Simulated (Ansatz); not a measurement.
# C₂H₈N₂: one species, many methods

How much do the methods differ for C₂H₈N₂? The plan is to run it at one geometry with functionals of several rungs and with coupled cluster. The yardstick is the atomisation energy at the CCSD(T) limit.

Program: Ansatz 0.2.0, Gaussian basis. Level of theory: functionals in def2-TZVPP, the program's frozen cores in correlated methods. These are calculated values, not measurements.

The runs, in order: LDA (SPW92), PBE-D4, revPBE-D4, BLYP-D4, r2SCAN-D4, B97M-V, PBE0-D4, B3LYP-D4, r2SCANh-D4, r2SCAN0-D4, HSE06-D4, BHLYP-D4, CAM-B3LYP-D4, LC-ωPBE, ωB97X-V, ωB97M-V, B2PLYP, PBE-QIDH; CCSD(T)/def2-SVP; CCSD(T)/def2-TZVPP; MP2/def2-QZVPP; extrapolation to the limit; RPA on PBE.

**1. The geometry**

An earlier PBE0-D4 in a triple-zeta def2 set relaxation fixed the geometry.

SMILES `CC(N)N`, 12 atoms, charge 0, spin multiplicity 1.

Atoms are counted from 1 here; the program's logs count them from 0.

Bond lengths: C1–C2 1.521 Å, C1–H5 1.095 Å, C1–H6 1.092 Å, C1–H7 1.093 Å, C2–N3 1.450 Å, C2–N4 1.450 Å, C2–H8 1.103 Å, N3–H9 1.015 Å, N3–H10 1.012 Å, N4–H11 1.013 Å, N4–H12 1.012 Å. Angles: C2–C1–H5 111.5°, C2–C1–H6 110.6°, C2–C1–H7 109.8°, H5–C1–H6 107.7°, H5–C1–H7 108.2°, H6–C1–H7 108.9°, C1–C2–N3 114.9°, C1–C2–N4 109.0°, C1–C2–H8 108.1°, N3–C2–N4 106.2°, N3–C2–H8 105.9°, N4–C2–H8 112.9°, C2–N3–H9 109.1°, C2–N3–H10 110.7°, H9–N3–H10 108.0°, C2–N4–H11 109.6°, C2–N4–H12 111.2°, H11–N4–H12 108.4°.

**2. LDA**

This LDA is Slater exchange with PW92 correlation.

in.yaml reads:

```yaml
crystal:
  periodic: [false, false, false]
  atoms:
    - {symbol: C, position_ang: [-0.592177, 0.993157, -0.451670]}
    - {symbol: C, position_ang: [-0.132717, -0.268652, 0.262932]}
    - {symbol: N, position_ang: [1.026313, -0.098198, 1.118115]}
    - {symbol: N, position_ang: [0.238225, -1.261501, -0.726079]}
    - {symbol: H, position_ang: [-1.476960, 0.806112, -1.068272]}
    - {symbol: H, position_ang: [-0.848375, 1.771427, 0.270948]}
    - {symbol: H, position_ang: [0.205626, 1.362060, -1.101671]}
    - {symbol: H, position_ang: [-0.949729, -0.605209, 0.923798]}
    - {symbol: H, position_ang: [1.798816, 0.256415, 0.563725]}
    - {symbol: H, position_ang: [0.833982, 0.572320, 1.851800]}
    - {symbol: H, position_ang: [0.507525, -2.119941, -0.261319]}
    - {symbol: H, position_ang: [-0.533430, -1.463391, -1.348409]}
basis:
  gaussian: {orbitals: def2-TZVPP}
hamiltonian: {xc: lda}
output: {orbitals: {seedname: orbitals}}
```

Command:

```bash
ansatz run in.yaml --threads 2 --pin off --events-out ev --progress --plain --max-ram 4352MiB
```

After this run come: PBE-D4 (GGA); revPBE-D4 (GGA); BLYP-D4 (GGA); r2SCAN-D4 (meta-GGA); B97M-V (meta-GGA); PBE0-D4 (hybrid); B3LYP-D4 (hybrid); r2SCANh-D4 (hybrid); r2SCAN0-D4 (hybrid); HSE06-D4 (hybrid); BHLYP-D4 (hybrid); CAM-B3LYP-D4 (range-separated); LC-ωPBE (range-separated); ωB97X-V (range-separated); ωB97M-V (range-separated); B2PLYP (double hybrid); PBE-QIDH (double hybrid); CCSD(T) in def2-SVP; CCSD(T) in def2-TZVPP; MP2 in def2-QZVPP; RPA on PBE orbitals.

**Question.** What will the summary of the whole plan be? Wanted: atomisation energy, CCSD(T)/CBS; farthest beyond LDA; mean size of error, GGA; mean size of error, meta-GGA; mean size of error, hybrid; mean size of error, range-separated; mean size of error, double hybrid; gap, smallest and largest; T1 diagnostic.

As calculated:

| quantity | value |
| --- | --- |
| atomisation energy, CCSD(T)/CBS | 4397.2 kJ/mol |
| functionals within 22.0 kJ/mol (0.5 %) | revPBE-D4, BLYP-D4, r2SCAN-D4, B97M-V, PBE0-D4, B3LYP-D4, HSE06-D4, LC-ωPBE, ωB97X-V, ωB97M-V |
| farthest beyond LDA | BHLYP-D4 (-118.1 kJ/mol) |
| mean size of error, GGA | 40.7 kJ/mol |
| mean size of error, meta-GGA | 13.0 kJ/mol |
| mean size of error, hybrid | 48.5 kJ/mol |
| mean size of error, range-separated | 20.0 kJ/mol |
| mean size of error, double hybrid | 40.4 kJ/mol |
| gap, smallest and largest | 5.35 eV (BLYP-D4), 12.61 eV (LC-ωPBE) |
| T1 diagnostic | 0.0090 |
| triples share of the correlation energy | 3.7 % |

What this shows: The LDA atomisation energy is off by 649.6 kJ/mol (15 %): it overbinds. PBE-D4 is off by +98.4 kJ/mol. Double hybrids carry the basis error of their MP2 part in triple zeta, and no dispersion term here, so their miss is partly the set-up's. The rungs meta-GGA, range-separated miss on average by less than the doubt on the reference (22.0 kJ/mol), so they tie. The reference freezes the cores and leaves out relativity and excitations past (T), so misses under about 22.0 kJ/mol can't be ranked. Hartree-Fock recovers 70 % of the binding; the rest is correlation. CCSD(T) in def2-SVP is off by -250.3 kJ/mol, so the small basis spoils what the method gains. Orbital gaps span 5.4 to 12.6 eV; exact exchange widens them.
